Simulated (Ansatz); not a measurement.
# AlH3O2: the cost of one run

Computed with the Python package of Ansatz 0.2.0. Level of theory: PBE+D3(BJ)/def2-SVP.

**1. Starting point**

Bond lengths: O1–Al2 1.815 Å, Al2–O3 1.813 Å, O1–H4 1.003 Å, Al2–H5 1.609 Å, O3–H6 1.003 Å. Angles: O1–Al2–O3 118.9°, O1–Al2–H5 120.3°, O3–Al2–H5 120.8°, Al2–O1–H4 99.5°, Al2–O3–H6 105.1°.

The script holds or builds the structure itself.

**2. The code**

Input file alh3o2.py:

```python
import ansatz as az
import numpy as np

BASIS_SET = 'def2-SVP'
FUNCTIONAL = 'PBE'
VDW = 'd3bj'

molecule = (
    az.Crystal.molecule()
    .atom('O', (-1.2356, -0.8777, -0.6936))
    .atom('Al', (0.1634, 0.2016, -0.2778))
    .atom('O', (0.7567, 0.2442, 1.4346))
    .atom('H', (-1.9889, -0.2262, -0.5721))
    .atom('H', (0.8905, 1.0668, -1.4231))
    .atom('H', (1.456, -0.4726, 1.4858))
)

model = molecule.calculation().basis(gaussian=BASIS_SET).functional(FUNCTIONAL, dispersion=VDW)
symbols = [site.symbol for site in molecule.cartesian_sites]
pairs = [(0, 1), (0, 3), (1, 2), (1, 4), (2, 5)]
print('held (A)   E (eV)        ', '  '.join(f'{symbols[i]}{i}-{symbols[j]}{j}' for i, j in pairs))
for length in [1.67, 1.81, 1.96, 2.18, 2.45]:
    r = model.relax(constraints=[az.DistanceConstraint((1, 2), at=length)], force_tolerance=0.02, max_steps=60).run(threads=1).report
    xyz = np.array(r['positions_ang'])
    print(f'{length:6.2f} {r["free_energy_ev"]:14.5f}  ', '  '.join(f'{np.linalg.norm(xyz[i] - xyz[j]):.3f}' for i, j in pairs))
```

**3. What the engine is handed**

The engine receives this input (first run):

```yaml
crystal:
  periodic: [false, false, false]
  atoms:
    - { symbol: O, position_ang: [-1.2356, -0.8777, -0.6936] }
    - { symbol: Al, position_ang: [0.1634, 0.2016, -0.2778] }
    - { symbol: O, position_ang: [0.7567, 0.2442, 1.4346] }
    - { symbol: H, position_ang: [-1.9889, -0.2262, -0.5721] }
    - { symbol: H, position_ang: [0.8905, 1.0668, -1.4231] }
    - { symbol: H, position_ang: [1.456, -0.4726, 1.4858] }
basis:
  gaussian:
    orbitals: def2-SVP
hamiltonian:
  xc: pbe
  dispersion: d3bj
relax:
  f_tol: 0.02
  max_steps: 60
  constraints:
    - { distance: [1, 2], at: 1.67 }
```

**4. The run**

Run with:

```console
> python alh3o2.py
```

Q: Estimate wall time and peak memory on 1 thread of Intel Xeon Platinum 8488C (Sapphire Rapids), shared host.

About 88 s, with a peak of 0.19 GiB.
